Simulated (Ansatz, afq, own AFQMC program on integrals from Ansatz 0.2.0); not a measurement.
**AlH4, doublet in 6-31G, levels against full CI**

```yaml
atoms:
  - { symbol: Al, position_ang: [-0.0775, 0.0002, -0.1718] }
  - { symbol: H, position_ang: [0.5806, 0.0023, 2.5696] }
  - { symbol: H, position_ang: [-0.4103, -0.0115, 2.5316] }
  - { symbol: H, position_ang: [0.9489, 1.7900, -0.2443] }
  - { symbol: H, position_ang: [0.9545, -1.7859, -0.2579] }
```

Basis 6-31G. Noble-gas cores (and the filled d shells of Ga–Kr and In–Xe) are frozen. AFQMC by an in-house program on the Cholesky factors that Ansatz 0.2.0 writes for its CCSD(T) run. The CISD trial takes its coefficients from CCSD amplitudes. Released means that phaseless walkers are propagated on without the constraint, phases kept. Error bars are statistical, one sigma.

Determinant: UHF, the one that the program's search chose, which needn't be the lowest solution. The geometry is a point of a scan.

Full CI on the same integrals is exact in this basis and with this determinant's frozen core.

Cautions: unrestricted determinant slightly spin contaminated (⟨S²⟩ 0.82 against 0.75); the released energies are still falling, so no released level is given (meV from the phaseless value at times in 1/Eh: -0.3 ± 1.4 at 0.24, -1.3 ± 1.0 at 0.51, -4.3 ± 1.0 at 0.99, -4.5 ± 1.1 at 1.62, -7.7 ± 0.9 at 2.40).

* T1 diagnostic: 0.0316
* weight of the determinant in the CISD state: 0.885
* ⟨S²⟩ of the determinant: 0.818
* size of the correlated space: 7 electrons in 16 orbitals

```tsv
level	correlation energy (eV)
MP2	-1.4935
CCSD	-2.4447
CCSD(T)	-2.4776
```

(1) Estimate where phaseless AFQMC with a CISD trial lies against CCSD(T) on the same integrals.

(1) 0.33 ± 0.04 kcal/mol below CCSD(T).

Reference: full CI, correlation energy -2.503 eV.

```json
{"level": "CCSD(T)", "E − E(reference) (kcal/mol)": "0.58", "share of correlation (%)": "99.00"}
{"level": "CCSDT", "E − E(reference) (kcal/mol)": "0.03", "share of correlation (%)": "99.95"}
{"level": "CCSDT(Q)", "E − E(reference) (kcal/mol)": "0.01", "share of correlation (%)": "99.99"}
{"level": "CCSDTQ", "E − E(reference) (kcal/mol)": "0.00", "share of correlation (%)": "100.00"}
{"level": "ph-AFQMC/CISD", "E − E(reference) (kcal/mol)": "0.25 ± 0.04", "share of correlation (%)": "99.57"}
```

CCSDT and higher add their correlation energy to the determinant of the CCSD(T) run, since their own runs factorise the integrals more tightly (a shift of under 2 meV).
